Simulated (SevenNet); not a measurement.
## Tetradymite Bi2Se3

The numbers are results of the machine-learned potential SevenNet-0 (trained on PBE and PBE+U data), not measurements.

Cell (relaxed at this level):

Bi$_{2}$Se$_{3}$ is modelled in the trigonal space group R-3m, hexagonal axes (No. 166), Pearson symbol hR5. Cell: a = 4.1998 Å, b = 4.1998 Å, c = 30.3854 Å, α = 90.00°, β = 90.00°, γ = 120.00°. Bi on 6c is coordinated by 3 Se at 2.882 Å and 3 Se at 3.105 Å (octahedral). Se1 on 3a is coordinated by 6 Bi at 3.105 Å (octahedral). Se2 on 6c is surrounded by 3 Bi at 2.882 Å (trigonal pyramidal). (Neighbours: up to the widest gap in distance over summed covalent radii, below 1.35, at either atom; cation-cation and far metal-metal contacts left out.)
(The calculation used a cell of 5 atoms; values per cell refer to that cell.)

For tetradymite Bi2Se3, the lattice constant a is 4.200 Å and the c axis length comes out as 30.385 Å.

Measured, for comparison: lattice constant a 4.143 Å, lattice parameter c 28.636 Å (temperature not stated, not corrected to a static lattice; as tabulated in Luo et al. (2012), arXiv:1308.1523). Computed (rounded) less measured: lattice constant a +1.4 %, lattice parameter c +6.1 %.

A machine-learned potential is trained on density-functional data: it inherits that level's misses and adds fitting errors of its own.

Note: the model gives imaginary modes for this phase (in the spectrum interpolated from a supercell); this model's volume lies 9 % above that of the starting cell (a measured, published or database cell).
